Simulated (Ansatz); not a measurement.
# Copper, fcc under LDA: ground state and equation of state

The plan for copper in the fcc structure: relax it, solve it on a dense k-mesh, switch on spin-orbit coupling, then scale the cell to 7 volumes from 88 to 112 % of the relaxed one and try a fit of the equation of state. The k-meshes are 15×15×15 for the relaxation; 25×25×25 for the dense run; 15×15×15 for spin-orbit coupling; 25×25×25 for the volumes. The starting cell is the deposited one, from the Crystallography Open Database.

Method: DFT LDA (PW92), plane waves (420 eV) with PAW, scalar-relativistic; the PAW data stem from PBE, with regenerated cores, in Ansatz 0.2.0.

**1. The structure to begin with**

It takes space group Fm-3m (No. 225, cubic). The conventional cell has a = 3.615 Å, b = 3.615 Å, c = 3.615 Å, α = 90.00°, β = 90.00°, γ = 90.00°. Cu (site symmetry m-3m) is surrounded by 12 Cu at 2.56 Å.

As a file:

```xyz
1
Lattice="0.0000 1.8075 1.8075 1.8075 0.0000 1.8075 1.8075 1.8075 0.0000" Properties=species:S:1:pos:R:3 pbc="T T T"
Cu    0.0000    0.0000    0.0000
```

**2. Relaxing cell and atoms**

input.yaml

```yaml
crystal:
  lattice:
    - [0.0, 1.80748, 1.80748]
    - [1.80748, 0.0, 1.80748]
    - [1.80748, 1.80748, 0.0]
  atoms:
    - { symbol: Cu, position: [0.0, 0.0, 0.0] }
hamiltonian:
  xc: lda
  pseudopotentials:
    kind: paw
    azcp:
      Cu: "pseudopotentials/Cu.paw.azcp"
basis:
  ecutwfc: 420
  fft_grid_basis: typed
kpoints:
  mp_grid: { grid: [15, 15, 15], shift: [0, 0, 0] }
magnetization:
  spin_polarized: false
scf:
  occupations: { method: fermi_dirac, width: 0.1 }
relax:
  max_steps: 60
  f_tol: 0.01
  cell: {}
```

After this run come: The energy on a finer k-mesh; A two-component run at the same geometry; Volume × 0.88; Volume × 0.92; Volume × 0.96; Volume × 1.0; Volume × 1.04; Volume × 1.08; Volume × 1.12.

What does the calculation give? Wanted: space group; conventional cell; volume; shortest distance; gap on the mesh; V₀, B₀, B₀′.

**Answer**, as computed:

```
                      quantity                         value
space group (spins left aside)               Fm-3m (No. 225)
             conventional cell                   a = 3.518 Å
                        volume                10.882 Å³/atom
             shortest distance                       2.487 Å
   against the measured volume       -7.9 % (11.810 Å³/atom)
               gap on the mesh  none (levels filled in part)
                   V₀, B₀, B₀′  10.885 Å³/atom, 189 GPa, 5.0
```

What this shows: The volume comes out 7.9 % smaller than measured. Overbinding of this kind is usual for LDA. No gap shows: it is a metal or semimetal at this level. Totals with and without spin-orbit coupling (-0.35 eV/atom apart) can't be read as binding, since the two-component data shift the zero of energy. The fitted modulus is 189 GPa.
